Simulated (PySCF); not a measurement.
# How the functional moves excitation energies

Compound: C4H5F.
InChI=1S/C4H5F/c1-3-4(2)5/h1,4H,2H3/t4-/m0/s1

Linear-response calculations in the def2-SVPD basis (PySCF; singlets by full response, triplets Tamm–Dancoff, core orbitals frozen in the response; HF means time-dependent Hartree–Fock). 'Strongest' is the level of largest summed f among the singlets computed (10 roots, of which the last may lack a degenerate partner); it can jump between rows when another state enters that window. S1 is the lowest singlet of each run and needn't be the same state throughout; f(S1) is that of one state. Isolated species at its PBE0-D3(BJ)/def2-SVP geometry, gas phase.

| functional | kind | S1 (eV) | f(S1) | strongest (eV) | T1 (eV) | HOMO (eV) | gap (eV) | ionisation energy, ΔSCF (eV) |
| --- | --- | --- | --- | --- | --- | --- | --- | --- |
| LDA | LDA | 6.05 | 0.000 | 7.98 | 5.43 | -7.05 | 5.94 | 10.47 |
| PBE | GGA | 6.10 | 0.000 | 8.08 | 5.23 | -6.88 | 6.02 | 10.26 |
| B3LYP | global hybrid, 20% exact exchange | 6.16 | 0.000 | 8.76 | 5.25 | -7.91 | 7.82 | 10.52 |
| PBE0 | global hybrid, 25% exact exchange | 6.22 | 0.000 | 8.48 | 5.16 | -8.14 | 8.31 | 10.49 |
| BHandHLYP | global hybrid, 50% exact exchange | 6.14 | 0.000 | 9.44 | 5.14 | -9.26 | 10.28 | 10.47 |
| CAM-B3LYP | range-separated hybrid | 6.17 | 0.000 | 9.31 | 5.24 | -9.54 | 10.67 | 10.64 |
| wB97X-D | range-separated hybrid | 6.24 | 0.000 | 9.48 | 5.35 | -10.03 | 12.02 | 10.56 |
| LC-wPBE | range-separated hybrid | 6.27 | 0.000 | 9.90 | 5.13 | -10.95 | 13.21 | 10.72 |

Q: What does HF (Hartree–Fock) give?

A: S1 (eV) 5.86, f(S1) 0.000, strongest (eV) 10.18, T1 (eV) 4.56, HOMO (eV) -10.95, gap (eV) 13.50, ionisation energy, ΔSCF (eV) not settled. S1 runs from 5.86 eV (HF) to 6.27 eV (LC-wPBE), a spread of 0.41 eV, while the orbital gap spreads over 7.6 eV. −ε(HOMO) comes closest to its own ΔSCF ionisation energy with LC-wPBE (+0.24 eV) and misses most with LDA (-3.42 eV). 'Not settled' means that the ion's SCF failed to converge or may have ended in another state than the lowest.
